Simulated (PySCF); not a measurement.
Species: boron monofluoride, BF (singlet state).
Structure used (PBE0-D3(BJ)/def2-SVP), in Å, numbered top down from 1:
```xyz
2
BF angstrom
B      0.6341   -0.0074   -0.0039
F     -0.6286    0.0099   -0.0244
```

Computed with PySCF 2.14.0, density-fitted response routines, TDDFT CAM-B3LYP/def2-SVPD, vertical, gas phase, core orbitals frozen in the response.

Ground-to-excited transition dipoles (e·a0, same axes as the geometry; the sign carries no meaning), for the states with f of 0.002 or more among the lowest 9:

| state | E (hartree) | μx | μy | μz |
| --- | --- | --- | --- | --- |
| S1 | 0.2284 | -0.022 | -1.147 | 0.367 |
| S2 | 0.2284 | -0.014 | 0.367 | 1.147 |
| S3 | 0.3097 | -0.256 | 0.004 | -0.004 |
| S4 | 0.3500 | -1.235 | 0.017 | -0.020 |
| S5 | 0.3933 | -0.219 | 0.003 | -0.004 |
| S8 | 0.4060 | 0.006 | 0.524 | 0.099 |
| S9 | 0.4060 | 0.010 | 0.099 | -0.524 |

**Question.** What oscillator strength does each state have?

**Answer.** f = (2/3) ΔE |μ|² with ΔE in hartree (27.2114 eV).

| state | \|μ\|² (au) | \|μ\| (D) | f |
| --- | --- | --- | --- |
| S1 | 1.452 | 3.06 | 0.221 |
| S2 | 1.452 | 3.06 | 0.221 |
| S3 | 0.065 | 0.65 | 0.013 |
| S4 | 1.527 | 3.14 | 0.356 |
| S5 | 0.048 | 0.56 | 0.013 |
| S8 | 0.285 | 1.36 | 0.077 |
| S9 | 0.285 | 1.36 | 0.077 |

**Question.** Label these states by symmetry in C∞v.

**Answer.** Polarised along the molecular axis, so Σ+: S3, S4 and S5. Polarised across the molecular axis, so Π: S1, S2, S8 and S9.

**Question.** What angle do the transition dipoles of S3 and S5 make?

**Answer.** |cos θ| = |μa·μb| / (|μa| |μb|) = 1.00, so θ ≈ 0° (taken between 0 and 90°, since the signs are arbitrary).

**Question.** How is the summed strength of these states shared among x, y and z?

**Answer.** (2/3) Σ ΔE μα² gives 0.382 for x, 0.298 for y and 0.298 for z, 0.979 in all.

**Question.** What peak molar absorption coefficient would the strongest computed level give as a lone Gaussian band 0.5 eV wide at half height?

**Answer.** ε(max) = 2.175×10⁸ f / FWHM, with the width in cm⁻¹. S1/S2 (f summed): 2.175×10⁸ × 0.4421 / 4033 ≈ 24000 L mol⁻¹ cm⁻¹.

S1/S2 and S8/S9 coincide within about 0.01 eV; within a degenerate level the directions of the single components are arbitrary.

All these states lie below the vertical ionisation energy of 11.12 eV (ΔSCF).
